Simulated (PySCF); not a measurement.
Input of a run (PBE0-D3(BJ)/def2-SVP geometry optimisation, gas phase (PySCF 2.14.0)), started from GFN2-xTB:
```
{"job": {"xc": "PBE0", "basis": "def2-SVP", "d3": "d3bj", "grid": 1, "kind": "geom"}, "charge": -1, "multiplicity": 1}
B      1.428437     0.419355     0.166085
N      0.227049    -0.402664    -0.410846
Si    -1.396843    -0.175773    -0.073425
H      2.346086     0.375711    -0.641220
H      1.072445     1.565763     0.349218
H      1.797486    -0.077080     1.227663
H      0.515868    -1.349665    -0.608234
H     -2.176960    -1.206877    -0.821078
H     -1.874040     1.145596    -0.531898
H     -1.930644    -0.289712     1.321205
```

Output (energies in Eh, forces in Eh/bohr):
```
step   0  E = -372.96385883  max force = 0.013535
step   1  E = -372.96681693  max force = 0.004405
step   2  E = -372.96702693  max force = 0.001869
step   3  E = -372.96706074  max force = 0.000499
step   4  E = -372.96708017  max force = 0.000684
step   5  E = -372.96712296  max force = 0.001373
step   6  E = -372.96714228  max force = 0.001054
step   7  E = -372.96715144  max force = 0.000371
optimisation converged
```

Task: Summarise the run.

Result: The energy falls by 8.6 kJ/mol over 8 energy and gradient evaluations, the largest force component goes from 0.0135 to 3.7e-04 Eh/bohr, and the atoms move by 0.133 Å rms after alignment. The bond that changes most is B1–H5 (four-coordinate boron to B–H hydrogen), which lengthens by 0.040 Å. Bonds longer at the end by more than 0.005 Å: 7 of 9; shorter: 0. Among the angles that change most is B1–N2–Si3, from 126.8° to 120.0°. Among the dihedrals that turn most is H4–B1–N2–H7, from 57° to 67°. The energy never rose by more than 1e-6 Eh on the way. The first step brought 90 % of the lowering.

Task: What are the final bond lengths?

Result: B1–N2 1.564 Å, N2–Si3 1.691 Å, B1–H4 1.253 Å, B1–H5 1.254 Å, B1–H6 1.257 Å, N2–H7 1.014 Å, Si3–H8 1.520 Å, Si3–H9 1.508 Å, Si3–H10 1.522 Å. Numbering counts from 1 in the input's order; the species is `[BH3-]N[SiH3]`.

The run used 81 basis functions and 48 SCF cycles in all.

Whether it is a minimum is left open (no frequencies). The geometry's basis has no diffuse functions, a weakness for an anion.
